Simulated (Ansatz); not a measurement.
A nudged elastic band was laid between two geometries of CH6BN (9 atoms, charge 0, multiplicity 1).

Theory: RKS PBE0/def2-SVP (Ansatz 0.2.0).

```
movable images  : 7
climbing image  : yes
spring          : 5.0 eV/Å²
optimiser       : quadratic models (default)
start path      : through a guess of the saddle point
force threshold : 0.03 eV/Å
iteration limit : 60
end points      : relaxed
```

Image 0:

```xyz
9
Properties=species:S:1:pos:R:3
B 0.302 0.212 0.034
N 0.614 -0.188 1.333
H -0.055 -0.628 1.953
H 1.530 -0.067 1.743
H 1.193 0.729 -0.611
C -1.130 0.014 -0.590
H -1.860 -0.464 0.083
H -1.543 0.986 -0.909
H -1.062 -0.594 -1.508
```

Image 8:

```xyz
9
Properties=species:S:1:pos:R:3
B 0.210 0.705 -0.443
N 0.740 0.059 0.977
H 1.027 0.836 1.576
H 0.161 -0.617 1.526
H 1.618 -0.397 0.707
C -1.155 -0.040 -0.692
H -1.196 -1.106 -0.377
H -1.867 0.508 -0.033
H -1.550 0.050 -1.714
```

(1) Which bonds break or form, and what moves?

(2) What energy profile does the band end with?

(3) What is the geometry of the highest image?

Answers

(1) Bonds broken: B1–H5. Bonds formed: N2–H5.

(2) The run converged. The highest image is number 4 of 0 to 8, 4.76 eV above the first end and 0.36 eV above the last; the last end lies 4.40 eV above the first. The profile has 2 maxima (images 4, 7) with wells between them (image 5): this band takes more than one step, which may be the mechanism or a detour left from its start path. Neighbouring images differ by up to 2.1 eV, so the band resolves the path poorly. A vibrational analysis at the climbing image gives one clearly imaginary mode, 1309i cm⁻¹: a first-order saddle point. The orbitals stay closed-shell, which can raise the energy where a bond breaks towards radicals; this wasn't checked here.

```
image  path coordinate (Å)  energy (eV)  B1–H5 (Å)  N2–H5 (Å)
    0                 0.00         0.00       1.22       2.23
    1                 0.46         0.20       1.21       2.14
    2                 0.91         1.15       1.21       1.93
    3                 1.37         3.24       1.29       1.56
    4                 1.82         4.76       1.54       1.15
    5                 2.80         4.40       2.11       1.03
    6                 3.79         4.41       2.20       1.02
    7                 4.77         4.41       2.21       1.02
    8                 5.76         4.40       2.13       1.03
```

(3) 
```xyz
9
Properties=species:S:1:pos:R:3
B 0.373 -0.260 -0.418
N 0.687 -0.105 1.065
H -0.020 0.024 1.829
H 1.530 -0.563 1.405
H 1.221 0.700 0.433
C -1.161 -0.032 -0.649
H -1.810 -0.425 0.163
H -1.304 1.067 -0.685
H -1.527 -0.408 -1.616
```

Run time: 7.5 min on 1 thread of Arm Neoverse V2, on a shared host, peak memory 0.13 GiB.
